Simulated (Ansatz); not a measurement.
hcp Ti, treated with PBE0 (plane waves, PAW; Ansatz, an electronic-structure program).

Numerical settings: plane-wave cutoff 460 eV, 12×12×6 k mesh (along the axes of the cell as run), Fermi–Dirac smearing 0.05 eV, no spin polarisation, scalar-relativistic PAW data made under PBE.

Computed at the level's own relaxed cell.

Estimate the lattice constant a and c axis length that the calculation returns.


- lattice constant a = 2.921 Å
- c axis length = 4.649 Å

Measured, for comparison: lattice constant a 2.950 Å, lattice parameter c 4.683 Å (293 K, not corrected to a static lattice; as tabulated in Wikipedia's data pages). Computed (rounded) less measured: lattice constant a -1.0 %, lattice parameter c -0.7 %. A static lattice is as a rule a little smaller and stiffer than an uncorrected measurement, which narrows the difference in the lattice constant a, lattice parameter c and would widen misses of the other sign.

Static lattice: no zero-point or thermal effects.

Computing time: very roughly 50 core-minutes.
